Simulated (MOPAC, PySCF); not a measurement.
# Rock-salt MgO, band gap

Reference value: 8.36 eV (measured, zero-point renormalisation of 0.53 eV added back here (the table's ZPR column); inputs from Chen et al. (2018), doi:10.1103/physrevmaterials.2.073803).

```tsv
level (code)	value (eV)	cell (Å³/atom)
AM1 semi-empirical Hartree-Fock (MOPAC)	8.37	12.95
MNDO semi-empirical Hartree-Fock (MOPAC)	10.54	9.31
PBE (PySCF)	?	9.31
PBE0 (PySCF)	?	9.31
Hartree–Fock (PySCF)	15.79 ± 0.1	9.31
evGW@PBE (PySCF)	8.49 ± 0.1	9.31
G0W0@Hartree–Fock (PySCF)	10.45 ± 0.1	9.31
G0W0@PBE (PySCF)	7.32 ± 0.1	9.31
G0W0@PBE0 (PySCF)	?	9.31
QSGW@PBE (PySCF)	9.05 ± 0.2	9.31
```

Q: Complete the blanks.

A: 
- PBE (PySCF), value (eV): 4.78 ± 0.05
- PBE0 (PySCF), value (eV): 7.30 ± 0.04
- G0W0@PBE0 (PySCF), value (eV): 8.30 ± 0.09

Errors against the reference: AM1 semi-empirical Hartree-Fock (MOPAC) +0.01 eV, MNDO semi-empirical Hartree-Fock (MOPAC) +2.18 eV, PBE -3.58 eV, PBE0 -1.06 eV, Hartree–Fock +7.43 eV, evGW@PBE +0.13 eV, G0W0@Hartree–Fock +2.09 eV, G0W0@PBE -1.04 eV, G0W0@PBE0 -0.06 eV, QSGW@PBE +0.69 eV.

Leaving aside AM1 semi-empirical Hartree-Fock (MOPAC) (doubt noted below), MNDO semi-empirical Hartree-Fock (MOPAC) (doubt noted below): Once the reference is moved by up to 0.10 eV (a margin picked here for doubts on the reference and the settings) and values within 0.03 eV count as equal, the nearest can be G0W0@PBE0 (-0.06 eV) or evGW@PBE (+0.13 eV). Among them Hartree–Fock (+7.43 eV) misses by most. Within 0.5 eV: evGW@PBE, G0W0@PBE0.

Published values of wave-function and many-body methods: 8.34 eV (published EOM-CCSD value, GTH pseudopotentials, extrapolated to the thermodynamic and basis limits; Vo et al. (2024), arXiv:2310.03887).

Density-functional gaps are differences of (generalised) Kohn–Sham levels of a static lattice; semilocal ones lie below quasiparticle gaps as a rule. Measured gaps hold zero-point and thermal shifts unless a correction is named.  A ± on a computed value is a rough bar: the spread of its extrapolation, a floor set from checks against published values, or a statistical error. AM1 semi-empirical Hartree-Fock (MOPAC), MNDO semi-empirical Hartree-Fock (MOPAC): the gap is read on the k mesh or supercell of the run alone and can be too large. AM1 semi-empirical Hartree-Fock (MOPAC): the cell moved over 20 % in volume from its start. AM1 semi-empirical Hartree-Fock (MOPAC), MNDO semi-empirical Hartree-Fock (MOPAC): the method was fitted mainly to molecules. AM1 semi-empirical Hartree-Fock (MOPAC), MNDO semi-empirical Hartree-Fock (MOPAC): gaps of these semi-empirical methods are Hartree–Fock-like level differences, and their formation enthalpies are fitted 298 K values. Values are at the measured cell; AM1 semi-empirical Hartree-Fock (MOPAC) at the level's own equilibrium cell.

Differences are worked out from the printed values.
